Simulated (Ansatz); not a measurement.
# SiH₄+ (doublet): inputs that go wrong at distance Si1–H3 = 1.538 Å

4 inputs are run for SiH₄+ (doublet) as typed; the log has to tell whether the result can be used and what must change.

Method: the settings change from run to run; program: Ansatz 0.2.0, Gaussian basis.

19 further runs of the same task are left out: 14 that didn't finish, 5 set aside as unsound or not needed.

## Step 1: The geometry

The geometry derives from a PBE0/def2-TZVP stationary point (not a proven minimum). One bond is set to the value named and the two fragments are kept rigid.

5 atoms, charge 1, spin multiplicity 2.

Atoms are counted from 1 here; the program's logs count them from 0.

Bond lengths: Si1–H2 1.538 Å, Si1–H3 1.538 Å, Si1–H4 1.538 Å, Si1–H5 1.538 Å. Angles: H2–Si1–H3 90.0°, H2–Si1–H4 90.0°, H2–Si1–H5 180.0°, H3–Si1–H4 180.0°, H3–Si1–H5 90.0°, H4–Si1–H5 90.0°.

## Step 2: Input 1

The input, in.yaml:

```yaml
crystal:
  periodic: [false, false, false]
  atoms:
    - {symbol: Si, position_ang: [0.000000, 0.000000, 0.000000]}
    - {symbol: H, position_ang: [-0.011166, 1.090859, 1.083779]}
    - {symbol: H, position_ang: [-0.016843, -1.083830, 1.090736]}
    - {symbol: H, position_ang: [0.016843, 1.083830, -1.090736]}
    - {symbol: H, position_ang: [0.011166, -1.090859, -1.083779]}
basis:
  gaussian: {orbitals: 6-31G, point_charges: [{charge: 1.00, position_ang: [2.980, 0.574, -0.258]}]}
total_charge: 1
magnetization: {spin_polarized: false, initial_magnetization: 1}
hamiltonian: {pseudopotentials: {relativity: none}}
correlation: {method: sc_nevpt2, electrons: outside_noble_gas, active_space: {window: {electrons: 1, orbitals: 3}}}
output: {forces: true}
```

The run is started by

```
$ ansatz run in.yaml --threads 1 --pin off --events-out ev --progress --plain --max-ram 2393MiB
```

What it wrote:

```text
Functional definition: HF
  name "HF"
  cite "Fock, Z. Phys. 61, 126 (1930) doi:10.1007/BF01340294"
  parent pbe
  exchange = exact_x
  correlation = 0
268 factors; integrals over basis functions are off by at most 2.0e-4 eV
mean field evaluation 1: about -7905.6931 eV, gradient 6.2e0 eV
mean field evaluation 2: about -7905.6932 eV, gradient 6.2e0 eV
mean field evaluation 4: about -7905.8828 eV, gradient 1.6e-1 eV
mean field evaluation 8: about -7905.8830 eV, gradient 3.5e-6 eV
mean field -7905.88302348 eV, -290.5358423127 hartree, gradient 3.5e-6 eV, S^2 0.750000; 2 other end points of the search recorded, 0 dependent functions left out
reference -7905.88302348 eV, -290.5358423127 hartree; 9, 8 occupied and 12, 13 virtual orbitals, 268 factors
state -7905.88302348 eV, -290.5358423127 hartree
state -7905.88302348 eV, -290.5358423127 hartree; corrected -7907.65521363 eV, -290.6009690997 hartree
WARN: 2 active orbitals are nearly empty or full. The corrections depend on them more than the energy does, and are more stable in an active space without them
the calculation of the forces begins
Error: an active orbital is full or empty, and SC-NEVPT2 has no forces then: leave it out of the active space
```

Run time: 0.21 s. Hardware: 1 thread of Intel Xeon 6975P-C, shared host.

**Diagnosis.** The run stopped with an error. It says: «an active orbital is full or empty, and SC-NEVPT2 has no forces then: leave it out of the active space». Cure: drop the forces, or choose an active space whose orbitals are all partly filled.

## Step 3: Input 2

The input, in.yaml:

```yaml
crystal:
  periodic: [false, false, false]
  atoms:
    - {symbol: Si, position_ang: [0.000000, 0.000000, 0.000000]}
    - {symbol: H, position_ang: [-0.011166, 1.090859, 1.083779]}
    - {symbol: H, position_ang: [-0.016843, -1.083830, 1.090736]}
    - {symbol: H, position_ang: [0.016843, 1.083830, -1.090736]}
    - {symbol: H, position_ang: [0.011166, -1.090859, -1.083779]}
basis:
  gaussian: {orbitals: 6-31G}
total_charge: 1
magnetization: {spin_polarized: false, initial_magnetization: 1}
hamiltonian: {xc: pbe}
correlation: {method: fic_mrcisd_q, electrons: outside_noble_gas, active_space: {window: {electrons: 3, orbitals: 3}}}
accuracy: high
```

Same command.

What it wrote:

```text
Error: invalid value for `correlation.active_space`: it starts from restricted Hartree–Fock orbitals; set hamiltonian.xc: hf without magnetization.spin_polarized
```

Run time: 0.03 s. Hardware: 1 thread of Intel Xeon 6975P-C, shared host.

What is wrong: The run was refused. An active space is asked on a functional's orbitals. To mend it, start from Hartree-Fock.

## Step 4: Input 3

The input, in.yaml:

```yaml
crystal:
  periodic: [false, false, false]
  atoms:
    - {symbol: Si, position_ang: [0.000000, 0.000000, 0.000000]}
    - {symbol: H, position_ang: [-0.011166, 1.090859, 1.083779]}
    - {symbol: H, position_ang: [-0.016843, -1.083830, 1.090736]}
    - {symbol: H, position_ang: [0.016843, 1.083830, -1.090736]}
    - {symbol: H, position_ang: [0.011166, -1.090859, -1.083779]}
basis:
  gaussian: {orbitals: def2-SVP, point_charges: [{charge: -0.50, position_ang: [2.676, 0.919, -0.016]}]}
total_charge: 1
magnetization: {spin_polarized: false, initial_magnetization: 1}
correlation: {method: sc_nevpt2, electrons: all, active_space: {window: {electrons: 3, orbitals: 3}, states: [{multiplicity: 2, irrep: T2g, weights: [1]}]}}
```

Same command.

What it wrote:

```text
Functional definition: HF
  name "HF"
  cite "Fock, Z. Phys. 61, 126 (1930) doi:10.1007/BF01340294"
  parent pbe
  exchange = exact_x
  correlation = 0
661 factors; integrals over basis functions are off by at most 1.2e-7 eV
mean field evaluation 1: about -7912.5836 eV, gradient 7.1e0 eV
mean field evaluation 2: about -7912.5838 eV, gradient 7.1e0 eV
mean field evaluation 4: about -7912.8409 eV, gradient 2.4e-1 eV
mean field evaluation 8: about -7912.8415 eV, gradient 1.1e-6 eV
mean field -7912.84148695 eV, -290.7915611288 hartree, gradient 1.1e-6 eV, S^2 0.750000; 0 other end points of the search recorded, 0 dependent functions left out
reference -7912.84148695 eV, -290.7915611288 hartree; 9, 8 occupied and 29, 30 virtual orbitals, 661 factors
Error: the irrep T2g is not accepted for these orbitals, which take A, or 1 to 1
```

Wall time 0.18 s (1 thread of Intel Xeon 6975P-C, shared host).

**Diagnosis.** The run stopped with an error. The symmetry label isn't in the molecule's group. Fix: name an irrep that the log lists.

## Step 5: Input 4

The input, in.yaml:

```yaml
crystal:
  periodic: [false, false, false]
  atoms:
    - {symbol: Si, position_ang: [0.000000, 0.000000, 0.000000]}
    - {symbol: H, position_ang: [-0.011166, 1.090859, 1.083779]}
    - {symbol: H, position_ang: [-0.016843, -1.083830, 1.090736]}
    - {symbol: H, position_ang: [0.016843, 1.083830, -1.090736]}
    - {symbol: H, position_ang: [0.011166, -1.090859, -1.083779]}
basis:
  gaussian: {orbitals: def2-TZVPP}
total_charge: 1
magnetization: {spin_polarized: false, initial_magnetization: 1}
correlation: {method: fci, electrons: all}
accuracy: high
```

Same command.

What it wrote:

```text
Functional definition: HF
  name "HF"
  cite "Fock, Z. Phys. 61, 126 (1930) doi:10.1007/BF01340294"
  parent pbe
  exchange = exact_x
  correlation = 0
1712 factors; integrals over basis functions are off by at most 3.9e-9 eV
mean field evaluation 1: about -7912.6202 eV, gradient 8.3e0 eV
mean field evaluation 2: about -7912.6172 eV, gradient 8.3e0 eV
mean field evaluation 4: about -7912.9307 eV, gradient 1.6e-1 eV
mean field evaluation 8: about -7912.9309 eV, gradient 2.2e-4 eV
mean field -7912.93093699 eV, -290.7948483573 hartree, gradient 1.4e-8 eV, S^2 0.750000; 0 other end points of the search recorded, 0 dependent functions left out
mean field evaluation 16: about -7913.1465 eV, gradient 2.7e0 eV
reference -7912.93093699 eV, -290.7948483573 hartree; 9, 8 occupied and 89, 90 virtual orbitals, 1712 factors
Error: with its determinants' occupation strings, the run needs 226990.76 GiB of memory, and 2.33 GiB are given
refused for memory
```

It took 3.3 s on 1 thread of Intel Xeon 6975P-C, shared host; peak memory 0.5 GiB.

What is wrong: The run was refused for memory. The method is too large for the memory allowed. To mend it, freeze cores, shrink the basis or take a lower level.

## Step 6: Summary

```
input                 level                ended                                                                                                   cause    time
    1     NEVPT2(1,3)/6-31G  stopped by an error  an active orbital is full or empty, and SC-NEVPT2 has no forces then: leave it out of the active space  0.21 s
    2   MRCISD+Q(3,3)/6-31G              refused                                                     an active space is asked on a functional's orbitals  0.03 s
    3  NEVPT2(3,3)/def2-SVP  stopped by an error                                                        the symmetry label isn't in the molecule's group  0.18 s
    4        FCI/def2-TZVPP        out of memory                                                          the method is too large for the memory allowed   3.3 s
```

2 stopped by an error, 1 refused, 1 out of memory.
